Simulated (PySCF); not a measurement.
Screening by computed properties: pick the candidate that meets the target.

Species are written as SMILES; each is one conformer at its optimised geometry, gas phase, non-relativistic unless stated. Electronic properties by PySCF.

The conformers computed, where there is a choice (atom-mapped SMILES and torsion angles):
- `[CH3:1][CH2:2]/[C:3](=[CH:4]\[SiH2:5][O:6][CH3:7])[SiH2:8][Cl:9]`: C1–C2–C3–C4 95°, C3–C4–Si5–O6 -61°, C4–Si5–O6–C7 180°, C2–C3–Si8–Cl9 -92°
- `[CH3:1][CH2:2][n:3]1[n:4][n:5][cH:6][c:7]1[O:8][CH3:9]`: C1–C2–N3–N4 90°, C6–C7–O8–C9 2°
- `[CH3:1][O:2][c:3]1[n:4][n:5][n:6]([CH3:7])[c:8]1[CH3:9]`: C1–O2–C3–N4 0°
- `[CH3:1][S:2][c:3]1[n:4][n:5][c:6]([CH3:7])[cH:8][c:9]1[F:10]`: C1–S2–C3–N4 0°

The conformers of `CC(C)[C@@H]1C[SiH2]O[Si@@H]1Cl` aren't listed.

Question: Wanted: HOMO–LUMO gap between 6 eV and 7 eV (PBE0/pcSseg-1) and HOMO energy below -6.5 eV (PBE0/pcSseg-1), at GFN2-xTB geometries. Which candidate meets both?
A. `CSc1nnc(C)cc1F`
B. `s1ccc2c1ccs2`
C. `Cl[Si](Cl)(Cl)Cl`
D. `CCN1N=NC=C1OC`
E. `COc1nnn(C)c1C`
F. `CC/C(=C\[SiH2]OC)[SiH2]Cl`
G. `CC(C)[C@@H]1C[SiH2]O[Si@@H]1Cl`

Answer: F. Computed values:
| species | HOMO–LUMO gap | HOMO energy |
| --- | --- | --- |
| CSc1nnc(C)cc1F | 5.24 eV | -6.68 eV |
| s1ccc2c1ccs2 | 5.51 eV | -6.39 eV |
| COc1nnn(C)c1C | 6.48 eV | -6.23 eV |
| CC/C(=C\[SiH2]OC)[SiH2]Cl | 6.61 eV | -7.79 eV |
| CCN1N=NC=C1OC | 7.22 eV | -6.80 eV |
| CC(C)[C@@H]1C[SiH2]O[Si@@H]1Cl | 8.48 eV | -8.08 eV |
| Cl[Si](Cl)(Cl)Cl | 9.19 eV | -9.74 eV |
